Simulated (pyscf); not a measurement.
This saddle point was located with ωB97X-D3(BJ)/def2-SVP in PySCF.

```xyz
5

Ga     0.1486     1.2964    -0.6528
F      1.6784     2.0842    -0.9856
O      0.2295    -0.6032    -0.3585
H     -0.9358     0.2302    -0.0560
H      0.7453    -1.2348     0.1700
```
Charge 0, spin multiplicity 1.

Surface: singlet, charge 0. Lowest wavenumbers (cm⁻¹): 1453i, 170, 296, 326, 570.

Q: Name the species on either side of this saddle.

A: F–Ga (SMILES [F][Ga]) [singlet] + H₂O (SMILES O) <-> HO–GaH–F (SMILES [OH][GaH][F]), an insertion read from left to right: H–O broken and Ga–O, Ga–H formed. At CCSD(T)/def2-TZVPP + ΔMP2(QZVPP) it lies +47.2 kcal/mol from the left side and +58.4 kcal/mol from the right (each side as separated species at their lowest minima found). On the reactant side the descent ends in a bound adduct (not fully relaxed), 10.2 kcal/mol under the separated species and 55.8 kcal/mol under the saddle at ωB97X-D3(BJ)/def2-TZVP. This is the saddle that the search found; another between the same sides may lie lower. The CCSD(T) − MP2 part came from Ansatz, without density fitting, on the same reference. The frozen core leaves the outer d or s,p core shells of the metals and heavy elements correlated in the MP2 and CC values, and def2-TZVPP describes them poorly, which can shift differences by a few kcal/mol. Elements up to Kr have no core potential and no relativistic terms here.
